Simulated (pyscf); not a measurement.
Thermochemistry of product channels of `[CH3][Si][CH3]` [singlet] + `[CH3]` [doublet] on the doublet surface, in kcal/mol, from ωB97M-D3(BJ)/def2-TZVP energies (ideal gas, 1 atm, RRHO with modes under 100 cm⁻¹ raised to 100, one conformer, R ln 2 for chiral ones without a mode under 150 cm⁻¹). PySCF, gas phase, ωB97X-D3(BJ)/def2-SVP geometries.

```tsv
products	ΔE	ΔH(298 K)	ΔG(600 K)	ΔG(1200 K)
`[CH3][Si]([CH3])[CH3]` [doublet]	-65.6	-61.3	-39.0	-16.9
`[CH2][SiH]([CH3])[CH3]` [doublet]	-57.0	-55.4	-34.9	-15.6
`[CH3][CH2][SiH][CH3]` [doublet]	-53.5	-49.4	-26.9	-4.2
`[CH2]=[Si][CH3]` [doublet] + `[CH4]`	-15.7	-13.4	-11.9	-9.4
`[CH2]=[Si]([CH3])[CH3]` + `[H]` [doublet]	+1.6	+0.1	+7.3	+12.8
```

These are energies of the channels, which say nothing of barriers. H₃C–Si:–CH₃ [singlet] lies 7.4 kcal/mol over its isomer H₂C=CH–SiH₃ (electronic energy, ωB97M-D3(BJ)/def2-TZVP). [H₂C=Si–CH₃]• lies 8.8 kcal/mol over its isomer H₂C=CH–SiH₂• (electronic energy, ωB97M-D3(BJ)/def2-TZVP).
